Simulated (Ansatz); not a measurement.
Ansatz (a program for electronic structure) input file for C2H6, SMILES CC (connectivity only; charge and spin as stated), charge +1, multiplicity 2, PBE-D3(BJ)/def2-TZVP. 

Ansatz 0.2 input:
```yaml
crystal:
  periodic: [false, false, false]
  atoms:
    - {symbol: C, position_ang: [0.03397383, -0.73120526, -0.00000000]}
    - {symbol: C, position_ang: [-0.03397383, 0.73120526, 0.00000000]}
    - {symbol: H, position_ang: [-0.56790985, -1.17499958, 0.82295707]}
    - {symbol: H, position_ang: [-0.56790989, -1.17499959, -0.82295705]}
    - {symbol: H, position_ang: [1.04577600, -1.13364303, -0.00000001]}
    - {symbol: H, position_ang: [0.56790989, 1.17499959, 0.82295705]}
    - {symbol: H, position_ang: [0.56790985, 1.17499958, -0.82295707]}
    - {symbol: H, position_ang: [-1.04577600, 1.13364303, 0.00000001]}
basis:
  gaussian:
    orbitals: def2-TZVP
hamiltonian:
  xc: pbe
  dispersion: d3bj
total_charge: 1
magnetization: {spin_polarized: true, initial_magnetization: 1}
relax: {f_tol: 0.002, max_steps: 200}
```

Log of the run:

```
WARN ansatz: RAYON_NUM_THREADS=1 ignored (pool sized by the plan → 1); use --threads N
Functional definition: PBE
integrals: 0.02 GiB planned
624 factors; their error is unknown
mean field: 0.26 GiB planned
mean field evaluation 1: about -2142.7615 eV, gradient 5.8e1 eV
mean field evaluation 2: about -2119.5951 eV, gradient 8.1e1 eV
mean field evaluation 4: about -2158.2704 eV, gradient 2.2e0 eV
mean field evaluation 8: about -2158.2660 eV, gradient 4.2e-2 eV
mean field evaluation 16: about -2158.2660 eV, gradient 7.1e-6 eV
mean field evaluation 32: about -2158.1047 eV, gradient 1.8e0 eV
mean field -2158.26601134 eV, -79.3148129914 hartree, gradient 5.4e-6 eV, S^2 0.751968; 4 other end points of the search recorded, 0 dependent functions left out
the calculation of the forces begins
reference -2158.26604356 eV, -79.3148141754 hartree; 9, 8 occupied and 89, 90 virtual orbitals, 624 factors
relax step   1: F+E_penalty+E_count = -2158.35607442 eV  Δ(F+E_penalty+E_count) = +0.000e0 eV  max|allowed force component| = 1.739e0 eV/Å  Δτ_max = 0.0000 Å  (76 SCF iters, accepted)
these checks for a lower state are left out or cut short: starts, cluster_reference, orbital_swaps, neighbouring_geometries, increment
integrals: 0.02 GiB planned
624 factors; their error is unknown
mean field: 0.26 GiB planned
mean field -2158.42954642 eV, -79.3208227949 hartree, gradient 1.4e-5 eV, S^2 0.751990; 0 other end points of the search recorded, 0 dependent functions left out
the calculation of the forces begins
reference -2158.42957908 eV, -79.3208239949 hartree; 9, 8 occupied and 89, 90 virtual orbitals, 624 factors
relax step   2: F+E_penalty+E_count = -2158.51912966 eV  Δ(F+E_penalty+E_count) = -1.631e-1 eV  max|allowed force component| = 8.239e-1 eV/Å  Δτ_max = 0.0527 Å  (30 SCF iters, accepted)
these checks for a lower state are left out or cut short: starts, cluster_reference, orbital_swaps, neighbouring_geometries, increment
integrals: 0.02 GiB planned
624 factors; their error is unknown
mean field: 0.26 GiB planned
mean field -2158.45758414 eV, -79.3218531620 hartree, gradient 8.4e-6 eV, S^2 0.751987; 0 other end points of the search recorded, 0 dependent functions left out
the calculation of the forces begins
reference -2158.45761701 eV, -79.3218543700 hartree; 9, 8 occupied and 89, 90 virtual orbitals, 624 factors
relax step   3: F+E_penalty+E_count = -2158.54695973 eV  Δ(F+E_penalty+E_count) = -2.783e-2 eV  max|allowed force component| = 6.771e-2 eV/Å  Δτ_max = 0.0410 Å  (31 SCF iters, accepted)
these checks for a lower state are left out or cut short: starts, cluster_reference, orbital_swaps, neighbouring_geometries, increment
integrals: 0.02 GiB planned
624 factors; their error is unknown
mean field: 0.26 GiB planned
mean field -2158.45835677 eV, -79.3218815556 hartree, gradient 8.1e-6 eV, S^2 0.752005; 0 other end points of the search recorded, 0 dependent functions left out
the calculation of the forces begins
reference -2158.45838960 eV, -79.3218827620 hartree; 9, 8 occupied and 89, 90 virtual orbitals, 624 factors
relax step   4: F+E_penalty+E_count = -2158.54776529 eV  Δ(F+E_penalty+E_count) = -8.056e-4 eV  max|allowed force component| = 1.855e-2 eV/Å  Δτ_max = 0.0085 Å  (32 SCF iters, accepted)
these checks for a lower state are left out or cut short: starts, cluster_reference, orbital_swaps, neighbouring_geometries, increment
integrals: 0.02 GiB planned
624 factors; their error is unknown
mean field: 0.26 GiB planned
mean field evaluation 64: about -2158.4584 eV, gradient 8.2e-6 eV
mean field -2158.45840761 eV, -79.3218834241 hartree, gradient 8.1e-6 eV, S^2 0.752001; 0 other end points of the search recorded, 0 dependent functions left out
the calculation of the forces begins
reference -2158.45844045 eV, -79.3218846307 hartree; 9, 8 occupied and 89, 90 virtual orbitals, 624 factors
relax step   5: F+E_penalty+E_count = -2158.54779567 eV  Δ(F+E_penalty+E_count) = -3.038e-5 eV  max|allowed force component| = 6.967e-3 eV/Å  Δτ_max = 0.0015 Å  (32 SCF iters, accepted)
these checks for a lower state are left out or cut short: starts, cluster_reference, orbital_swaps, neighbouring_geometries, increment
integrals: 0.02 GiB planned
624 factors; their error is unknown
mean field: 0.26 GiB planned
mean field -2158.45840663 eV, -79.3218833880 hartree, gradient 8.0e-6 eV, S^2 0.752002; 0 other end points of the search recorded, 0 dependent functions left out
the calculation of the forces begins
reference -2158.45843946 eV, -79.3218845946 hartree; 9, 8 occupied and 89, 90 virtual orbitals, 624 factors
relax step   6: F+E_penalty+E_count = -2158.54779647 eV  Δ(F+E_penalty+E_count) = -8.022e-7 eV  max|allowed force component| = 7.953e-4 eV/Å  Δτ_max = 0.0001 Å  (32 SCF iters, accepted)
integrals: 0.02 GiB planned
624 factors; their error is unknown
mean field: 0.26 GiB planned
mean field evaluation 96: about -2158.4584 eV, gradient 1.2e-5 eV
mean field -2158.45840663 eV, -79.3218833880 hartree, gradient 8.0e-6 eV, S^2 0.752002; 1 other end points of the search recorded, 0 dependent functions left out
the calculation of the forces begins
reference -2158.45843946 eV, -79.3218845946 hartree; 9, 8 occupied and 89, 90 virtual orbitals, 624 factors
Total energy: -2158.54782930 eV, -79.3251696106 hartree
Atom 0 at     0.068406    -0.717066    -0.000000 Å, force    -0.000358     0.000795     0.000000 eV/Å
Atom 1 at    -0.068406     0.717066    -0.000000 Å, force     0.000358    -0.000795    -0.000000 eV/Å
Atom 2 at    -0.611930    -1.226205     0.769402 Å, force     0.000187    -0.000009    -0.000121 eV/Å
Atom 3 at    -0.611930    -1.226205    -0.769402 Å, force     0.000187    -0.000009     0.000121 eV/Å
Atom 4 at     1.073809    -1.145673    -0.000000 Å, force    -0.000126    -0.000116     0.000000 eV/Å
Atom 5 at     0.611930     1.226205     0.769402 Å, force    -0.000187     0.000009    -0.000121 eV/Å
Atom 6 at     0.611930     1.226205    -0.769402 Å, force    -0.000187     0.000009     0.000121 eV/Å
Atom 7 at    -1.073809     1.145673     0.000000 Å, force     0.000126     0.000116    -0.000000 eV/Å
Dipole moment:    -0.000000     0.000000     0.000000 e Å
```

Self-consistency was reached.
